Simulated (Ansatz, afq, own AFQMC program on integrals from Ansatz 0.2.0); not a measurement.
**GeH4Br, doublet: AFQMC among the cluster methods**

```xyz
6

Ge   -1.8020    0.0000    0.0000
H    -2.3135    1.4466    0.0000
H    -2.3135   -0.7233    1.2528
H    -2.3135   -0.7233   -1.2528
H     0.0630    0.0000    0.0000
Br    1.7250    0.0000    0.0000
```

Connectivity, by distances: GeH3 ··· Br, 1 bridging H.

Basis cc-pVTZ. Only valence electrons are correlated. Integrals, coupled cluster, full CI and functionals: Ansatz 0.2.0; the random walks run on the same integrals in our own AFQMC program. ph-AFQMC/CISD is guided by a CISD state made of CCSD amplitudes; releasing the constraint for a short imaginary time cuts its bias at the price of noise, slowly where states lie close. ± is one standard error of the sampling. No spin–orbit coupling.

Determinant: UHF, the one that the program's search chose, which needn't be the lowest solution. The geometry is a point of a scan.

No full CI on the walks' own integrals is used here. The released AFQMC energy serves as the reference, which it does only where one determinant dominates, the energy is flat over the last release times and near the phaseless one (40 meV or 2 meV an electron, half that with transition metals). On small molecules, where full CI could be run and the noise was under 10 meV, such values lay within 10 meV of it in 19 cases of 20, a flattering rate, since the rule was set on those same cases; what remains of the bias isn't in the error bar.

Cautions: no relativity below Rb; no spin-orbit coupling; inner d shell frozen; the released value is read at 1.50 1/Eh (meV from the phaseless value at times in 1/Eh: -8 ± 7 at 0.24, -18 ± 6 at 0.51, -19 ± 8 at 0.99, -18 ± 8 at 1.50).

- T1 diagnostic: 0.0141
- weight of the determinant in the CISD state: 0.848
- ⟨S²⟩ of the determinant: 0.787
- size of the correlated space: 15 electrons in 114 orbitals

Reference: AFQMC with the constraint released, correlation energy -9.573 ± 0.008 eV.

| level | E − E(reference) (meV) | share of correlation (%) |
| --- | --- | --- |
| HF | 9572.9 ± 8.4 | 0.00 |
| MP2 | 1563.9 ± 8.4 | 83.66 |
| CCSD | 357.2 ± 8.4 | 96.27 |
| CCSD(T) | 51.4 ± 8.4 | 99.46 |
| ph-AFQMC/HF | 106.3 ± 30.8 | 98.89 |
| ph-AFQMC/CISD | 18.4 ± 10.2 | 99.81 |

A walk keeps the symmetry of its determinant, which the program's search chose and which needn't be the lowest solution, so a lower state of the same spin and another symmetry isn't excluded. Released energies are given only where the last usable release times agree within the noise; a slower fall can still hide under it.
